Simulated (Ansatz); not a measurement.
Level of theory: Ansatz (a program for electronic structure) with frozen-core CCSD(T)/cc-pVTZ // B3LYP-D3(BJ)/def2-TZVP. The geometry is that of the parent before the electron was removed.

Ansatz 0.2 input:
```yaml
crystal:
  periodic: [false, false, false]
  atoms:
    - { symbol: C, position_ang: [0.481732, -1.628279, 0.014127] }
    - { symbol: C, position_ang: [0.142432, -0.481436, 0.106468] }
    - { symbol: C, position_ang: [-0.268878, 0.908819, 0.218408] }
    - { symbol: H, position_ang: [0.782106, -2.643536, -0.067618] }
    - { symbol: H, position_ang: [-0.753236, 1.095879, 1.178898] }
    - { symbol: H, position_ang: [0.590722, 1.577265, 0.138386] }
    - { symbol: H, position_ang: [-0.974875, 1.171289, -0.572043] }
basis:
  gaussian: { orbitals: cc-pVTZ }
correlation:
  method: ccsd_t
total_charge: 1
magnetization:
  spin_polarized: true
  initial_magnetization: 1
```

Output:

```
Functional definition: HF
822 factors; integrals over basis functions are off by at most 9.7e-4 eV
mean field evaluation 1: about -3142.0636 eV, gradient 2.3e1 eV
mean field evaluation 2: about -3142.0682 eV, gradient 2.3e1 eV
mean field evaluation 4: about -3144.9418 eV, gradient 2.8e0 eV
mean field evaluation 8: about -3145.0379 eV, gradient 1.5e-1 eV
mean field evaluation 16: about -3145.0124 eV, gradient 1.1e0 eV
mean field evaluation 32: about -3145.0385 eV, gradient 8.9e-5 eV
mean field evaluation 64: about -3145.0386 eV, gradient 6.3e-4 eV
mean field evaluation 96: about -3145.0385 eV, gradient 2.7e-2 eV
mean field -3145.03855088 eV, -115.5780349610 hartree, gradient 4.4e-6 eV, S^2 0.756148; 7 other end points of the search recorded, 0 dependent functions left out
3 core orbitals not correlated
reference -3145.03855088 eV, -115.5780349610 hartree; 8, 7 occupied and 135, 136 virtual orbitals, 822 factors
second order -11.36965575 eV of doubles, -0.00000000 eV of singles
cycle   1  -11.91702835 eV  change   -5.5e-1 eV  update   7.5e-2
cycle   2  -12.23408517 eV  change   -3.2e-1 eV  update   2.4e-2
cycle   3  -12.29908945 eV  change   -6.5e-2 eV  update   1.6e-2
cycle   4  -12.29918112 eV  change   -9.2e-5 eV  update   7.5e-3
cycle   5  -12.29994436 eV  change   -7.6e-4 eV  update   4.8e-3
cycle   6  -12.30100998 eV  change   -1.1e-3 eV  update   1.8e-3
cycle   7  -12.30094179 eV  change    6.8e-5 eV  update   5.7e-4
cycle   8  -12.30100545 eV  change   -6.4e-5 eV  update   1.7e-4
cycle   9  -12.30099207 eV  change    1.3e-5 eV  update   5.3e-5
cycle  10  -12.30096695 eV  change    2.5e-5 eV  update   2.3e-5
cycle  11  -12.30097992 eV  change   -1.3e-5 eV  update   1.3e-5
perturbative correction -0.51424069 eV, -0.0188979969 hartree
Total energy: -3157.85377149 eV, -116.0489856320 hartree
```

Cost: very roughly 50 core-seconds.
